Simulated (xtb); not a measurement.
# [NO2]+ (SMILES O=[N+]=O): GFN2-xTB

Wanted: a geometry optimisation of [NO2]+. 

Program for the calculation: xtb 6.7.1 later snapshot.

**1. The system as given**

The species is [NO2]+ (3 atoms), meant as a singlet with charge +1. As SMILES, `O=[N+]=O`. The shape is that of a PBE0-D4/def2-TZVP optimisation. The run starts from this shape.

Bond lengths: O1–N2 1.110 Å, N2–O3 1.110 Å. Angles: O1–N2–O3 180.0°.

**2. A geometry optimisation at GFN2-xTB**

Contents of input.xyz:

```xyz
3
NO2
O     -0.572980     0.927020    -0.209580
N     -0.000010    -0.000010     0.000000
O      0.572990    -0.927010     0.209580
```

Command:

```console
$ xtb input.xyz --opt vtight --chrg 1 --gfn 2 > xtb.out
```

What values should one expect? Wanted: total energy at the end; HOMO energy; LUMO energy; HOMO–LUMO gap; dispersion energy; mean polarisability.

Answer, from the run:

At GFN2-xTB:

| quantity | value |
| --- | --- |
| total energy at the end | -10.41947 Eh |
| HOMO energy | -24.04 eV |
| LUMO energy | -16.65 eV |
| HOMO–LUMO gap | 7.39 eV |
| dispersion energy | -1.29 kJ/mol |
| mean polarisability (D4 model) | 15.0 bohr³ |

At the final geometry: Bond lengths: O1–N2 1.091 Å, N2–O3 1.091 Å. Angles: O1–N2–O3 180.0°. The optimisation took 5 steps and changed the energy by -0.046 eV.
